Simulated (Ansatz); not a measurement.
in.yaml

```yaml
crystal:
  periodic: [false, false, false]
  atoms:
    - {symbol: Si, position_ang: [-1.854607, 0.000000, 0.000000]}
    - {symbol: H, position_ang: [-2.349479, 1.399708, 0.000001]}
    - {symbol: H, position_ang: [-2.349478, -0.699854, 1.212183]}
    - {symbol: H, position_ang: [-2.349479, -0.699854, -1.212182]}
    - {symbol: H, position_ang: [0.337393, 0.000000, 0.000000]}
    - {symbol: S, position_ang: [1.835393, 0.000000, 0.000000]}
basis:
  gaussian: {orbitals: cc-pVDZ}
magnetization: {spin_polarized: true, initial_magnetization: 2}
correlation: {method: ccsd, electrons: outside_noble_gas}
accuracy: high
```

```sh
$ ansatz run in.yaml --threads 1 --pin off --events-out ev --progress --plain --max-ram 2393MiB
```

The program prints:

```
1198 factors; integrals over basis functions are off by at most 4.1e-9 eV
mean field evaluation 1: about -18739.3583 eV, gradient 9.2e0 eV
mean field evaluation 2: about -18739.3794 eV, gradient 9.3e0 eV
mean field evaluation 4: about -18740.4251 eV, gradient 1.2e0 eV
mean field evaluation 8: about -18740.4501 eV, gradient 8.9e-4 eV
mean field evaluation 16: about -18740.4501 eV, gradient 2.8e-8 eV
mean field evaluation 32: about -18740.4501 eV, gradient 7.7e-4 eV
mean field evaluation 64: about -18740.4501 eV, gradient 3.1e-5 eV
mean field evaluation 96: about -18740.4501 eV, gradient 4.7e-3 eV
mean field evaluation 128: about -18737.9226 eV, gradient 5.3e-2 eV
mean field evaluation 160: about -18737.9227 eV, gradient 2.2e-2 eV
mean field -18740.45013020 eV, -688.6988395517 hartree, gradient 2.9e-8 eV, S^2 2.030891; 6 other end points of the search recorded, 0 dependent functions left out
determinant -18740.45013020 eV, -688.6988395517 hartree, with singles and doubles -18747.56625239 eV, -688.9603522184 hartree
determinant -18737.92272763 eV, -688.6059592204 hartree, with singles and doubles -18745.13114056 eV, -688.8708635094 hartree
10 core orbitals not correlated: weight in the atoms' cores, before any rotation towards them, 1.000 or more for the frozen orbitals, at most 0.000 for the correlated occupied ones
reference -18740.45013020 eV, -688.6988395517 hartree; 8, 6 occupied and 38, 40 virtual orbitals, 1198 factors
second order -5.80575076 eV of doubles, -0.00000000 eV of singles
cycle   1  -7.11616852 eV  change   -4.6e-5 eV  update   3.9e-4
cycle   2  -7.11623588 eV  change   -6.7e-5 eV  update   2.5e-4
cycle   3  -7.11622777 eV  change    8.1e-6 eV  update   9.5e-5
cycle   4  -7.11622886 eV  change   -1.1e-6 eV  update   3.9e-5
cycle   5  -7.11626154 eV  change   -3.3e-5 eV  update   1.2e-5
cycle   6  -7.11627799 eV  change   -1.6e-5 eV  update   5.4e-6
cycle   7  -7.11627598 eV  change    2.0e-6 eV  update   2.3e-6
cycle   8  -7.11627202 eV  change    4.0e-6 eV  update   9.4e-7
cycle   9  -7.11627147 eV  change    5.5e-7 eV  update   2.5e-7
cycle  10  -7.11627158 eV  change   -1.1e-7 eV  update   9.3e-8
cycle  11  -7.11627165 eV  change   -6.4e-8 eV  update   4.1e-8
cycle  12  -7.11627166 eV  change   -1.4e-8 eV  update   2.1e-8
cycle  13  -7.11627135 eV  change    3.1e-7 eV  update   8.1e-8
cycle  14  -7.11627130 eV  change    5.5e-8 eV  update   2.6e-8
cycle  15  -7.11627129 eV  change    3.7e-9 eV  update   9.0e-9
cycle  16  -7.11627129 eV  change    1.1e-9 eV  update   3.6e-9
cycle  17  -7.11627129 eV  change    1.6e-9 eV  update   1.6e-9
Total energy: -18747.56640150 eV, -688.9603576981 hartree
```

Ran on 1 thread of Arm Neoverse V2, shared host: 8.5 s wall, 0.22 GiB peak host memory.
